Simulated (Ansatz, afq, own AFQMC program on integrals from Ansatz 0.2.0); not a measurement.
Two steps: Ansatz 0.2.0 writes the Fock matrix and Cholesky factors of the valence space, and afq projects on them the lowest state that overlaps trial and start.

```yaml
crystal:
  periodic: [false, false, false]
  atoms:
    - {symbol: Al, position_ang: [0.000000, -1.774061, -0.079238]}
    - {symbol: Ge, position_ang: [0.000000, 0.310737, 1.218733]}
    - {symbol: Ga, position_ang: [0.000000, 0.362792, -1.239057]}
basis:
  gaussian: {orbitals: cc-pVDZ}
magnetization: {spin_polarized: false}
correlation: {method: ccsd_t, electrons: outside_noble_gas, hamiltonian_folder: ham}
```

```sh
$ ansatz run in.yaml --threads 1 --pin off --events-out ev --progress --plain --max-ram 1843MiB
```

Options of the walk:

```
--method phaseless --trial hf --walkers 120 --populations 1 --least-time 40 --time-step 0.005 --steps-per-block 20 --equilibration-blocks 112 --max-blocks 600 --target-error 0.00114 --factor-cut 1e-05 --seed 6287 --taylor-order 6
```

Times are imaginary, in 1/Eh. The walk had a cap of 573 s. Filled inner d shells are frozen with the cores.

```
orbitals 39  electrons 5 5  factors 332 of 835
reference energy -4240.39763364 Eh
CCSD correlation -0.22536889 Eh in 15 cycles, weight of the determinant in the CISD state 0.7626
energy of the start -4240.397634 Eh
 block  time / (1/Eh)  mean weight  energy / Eh
     1     0.100  1.0007  -4240.420586
     2     0.200  1.0007  -4240.442885
     3     0.300  0.9998  -4240.461071
     4     0.400  1.0009  -4240.481909
     5     0.500  1.0008  -4240.502356
    10     1.000  1.0004  -4240.557458
    86     8.600  0.9993  -4240.618200
   171    17.100  0.9997  -4240.619950
   256    25.600  1.0013  -4240.638226
   341    34.100  1.0002  -4240.615606
   426    42.600  1.0003  -4240.625084
   477    47.700  1.0009  -4240.677507
   511    51.100  1.0004  -4240.677157
   596    59.600  1.0005  -4240.625597
   630    63.000  0.9991  -4240.594297
   681    68.100  0.9995  -4240.617050
   698    69.800  1.0001  -4240.667597
blocks merged  error / Eh  count
     1  0.000813  600
     2  0.001094  300
     4  0.001483  150
     8  0.001863  75
    16  0.002146  37
    32  0.002593  18
    64  0.002662  9
energy -4240.632173 +/- 0.002593 Eh
(rows thinned)
```

Task: Estimate how long the walk took on 1 thread of Intel(R) Xeon(R) 6975P-C (Granite Rapids), with other jobs on the host.

Result: 110 s of wall time.

The run passed its tests (sampling time, drift between the halves within three errors, error under three times the target), which doesn't prove that it has relaxed.

Against this walk (error 70.5 meV) on the same determinant: CCSD(T) 250.6 meV lower, CCSDT(Q) 368.1 meV lower, a separate phaseless walk with a CISD trial and standard settings 239.8 ± 74.8 meV lower. The error is statistical and leaves out the bias of the constraint. None of these is a sure reference here.

Cautions: constraint bias not in the error; error above the target (70.5 against 31.0 meV); no relativity below Rb; no spin-orbit coupling; inner d shell frozen; restricted determinant unstable towards unrestricted (UHF 722 meV lower, ⟨S²⟩ 1.21); strong correlation (T1 0.040, weight of the determinant 0.76, largest double 0.16); (T) is large, 8 % of the CCSD correlation; the bias of populations of 120 walkers isn't removed.

CCSDT and higher add their correlation energy to the determinant of the CCSD(T) run, since their own runs factorise the integrals more tightly (a shift of under 2 meV). A walk keeps the symmetry of its determinant, which the program's search chose and which needn't be the lowest solution, so a lower state of the same spin and another symmetry isn't excluded.
